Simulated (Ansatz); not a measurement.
A run of Ansatz (development build ahead of 0.2.0) on doublet C₂H₃ at this shape:

```xyz
5

C    -0.0191   -0.0155   -0.6165
C     0.0037    0.0045    0.7217
H     0.0193    0.7334    1.5278
H    -0.0184   -1.0166   -1.2001
H    -0.0338    0.8589   -1.2028
```

Its results:

```yaml
Converged: yes
Reference_energy: -77.41497 hartree
Correlation_energy: -0.28196 hartree
Total_energy: -77.69693 hartree
Spin_squared_of_the_determinant: 1.011
```

Task: Which input gives this output? Name the method, the orbitals and the basis set, and write the input.

Result: UHF-MP2 in cc-pVTZ.

```yaml
crystal:
  periodic: [false, false, false]
  atoms:
    - { symbol: C, position_ang: [-0.01908, -0.0155, -0.6165] }
    - { symbol: C, position_ang: [0.00374, 0.00451, 0.72173] }
    - { symbol: H, position_ang: [0.0193, 0.73337, 1.52784] }
    - { symbol: H, position_ang: [-0.01835, -1.01662, -1.20006] }
    - { symbol: H, position_ang: [-0.03376, 0.85893, -1.20284] }
basis:
  gaussian: { orbitals: cc-pVTZ }
magnetization:
  spin_polarized: true
  initial_magnetization: 1
hamiltonian:
  xc: hf
correlation:
  method: mp2
  frozen_orbitals: { C: 1, H: 0 }
```

Caution: the unrestricted determinant is spin contaminated.
